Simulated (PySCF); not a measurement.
# Level of theory and proton affinities: fluoroacetylene

Structure: `C#CF` (C2HF). Atom numbers as in the mapped SMILES `[CH:1]#[C:2][F:3]`.

All levels share the PBE0-D3(BJ)/def2-SVP structures and the PBE0-D3(BJ)/def2-SVP thermal terms; only the single-point energies (PySCF) change. Values are proton affinities (298 K, kJ/mol).

```
               level   C1    time
    MP2/ma-def2-TZVP  649   4.5 s
    M06-2X/def2-TZVP  669       –
CCSD(T)/ma-def2-TZVP  674   120 s
     HF/ma-def2-TZVP  705  0.89 s
```

Times are wall times for all single points of a level on 1 thread of Arm Neoverse V1, a shared host; the dash marks the run that also made the structures.

Hartree-Fock leaves out electron correlation, so its proton affinities can be off by tens of kJ/mol.

The spread: 56 kJ/mol, from 649 to 705.

---

**nitrogen molecule: proton affinities at several levels**

Structure: `N#N` (N2). Atom numbers as in the mapped SMILES `[N:1]#[N:2]`.

All levels share the PBE0-D3(BJ)/def2-SVP structures and the PBE0-D3(BJ)/def2-SVP thermal terms; only the single-point energies (PySCF) change. Values are proton affinities (298 K, kJ/mol).

| level | N1 | abs. error | time |
| --- | --- | --- | --- |
| M06-2X/def2-TZVP | 480 | 10.4 | – |
| HF/aug-cc-pVTZ | 482 | 8.5 | 0.47 s |
| MP2/aug-cc-pVTZ | 485 | 6.0 | 3.2 s |
| CCSD(T)/aug-cc-pVTZ | 492 | 1.5 | 48 s |
| ATcT 1.112 | 491 |  |  |

Times are wall times for all single points of a level on 1 thread of Arm Neoverse V1, a shared host; the dash marks the run that also made the structures.

Hartree-Fock leaves out electron correlation, so its proton affinities can be off by tens of kJ/mol.

The spread: 12 kJ/mol, from 480 to 492.

---

## How the method moves the proton affinities of carbonyl sulfide

Structure: `O=C=S` (COS). Numbering: `[O:1]=[C:2]=[S:3]`

All levels share the PBE0-D3(BJ)/def2-SVP structures and the PBE0-D3(BJ)/def2-SVP thermal terms; only the single-point energies (PySCF) change. Values are proton affinities (298 K, kJ/mol).

| level | S3 | O1 | time |
| --- | --- | --- | --- |
| MP2/ma-def2-TZVP | 610 | 593 | 7.5 s |
| M06-2X/def2-TZVP | 614 | 600 | – |
| CCSD(T)/ma-def2-TZVP | 626 | 603 | 2.1 min |
| HF/ma-def2-TZVP | 641 | 605 | 1.4 s |

Times are wall times for all single points of a level on 1 thread of Arm Neoverse V1, a shared host; the dash marks the run that also made the structures.

Hartree-Fock leaves out electron correlation, so its proton affinities can be off by tens of kJ/mol.

The widest spread is that of S3: 31 kJ/mol, from 610 to 641.
